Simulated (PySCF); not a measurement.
# Which functional comes closest?

Molecule: Acetyl Chloride, C2H3ClO.

Structure with atom numbers: `[CH3:1][C:2](=[O:3])[Cl:4]`. Each H is labelled by its parent atom.

Geometry PBE0-D3(BJ)/def2-SVP throughout; GIAO in PySCF 2.14, gas phase, one conformer, non-relativistic; equivalent atoms averaged; basis pcSseg-2.

Reference values (measured; solution, not stated per compound (mostly CDCl3 or CCl4); Pretsch, Buehlmann, Badertscher, Structure Determination of Organic Compounds, 4th ed. (2009)): δ(C1) = 33.6 ppm, δ(H(C1)) = 2.66 ppm. Computed shifts are taken against TMS, calculated as an isolated molecule at each level.

Problem. How do the functionals WP04, B97-2, BHandHLYP, CAM-B3LYP, wB97X-D, LC-wPBE perform against the reference? Times are CPU seconds on 1 thread of an Arm Neoverse V1, shared host.

Solution. 
```csv
functional,kind,C1,H(C1),abs. error C,abs. error H,core-s
WP04,global hybrid,35.7,2.48,2.1,0.18,11
B97-2,global hybrid,34.4,2.47,0.8,0.19,10
BHandHLYP,global hybrid,34.4,2.46,0.8,0.20,10
CAM-B3LYP,range-separated hybrid,35.1,2.47,1.5,0.19,14
wB97X-D,range-separated hybrid,35.4,2.45,1.8,0.21,14
LC-wPBE,range-separated hybrid,35.5,2.42,1.9,0.24,19
```

For $^{13}$C the closest is B97-2 (0.8 ppm, with BHandHLYP practically level) and the furthest WP04 (2.1 ppm).

For $^{1}$H the closest is WP04 (0.18 ppm, with B97-2, CAM-B3LYP, BHandHLYP, wB97X-D practically level) and the furthest LC-wPBE (0.24 ppm). One molecule is a small sample, and vibrational and solvent effects are absent from the calculation.
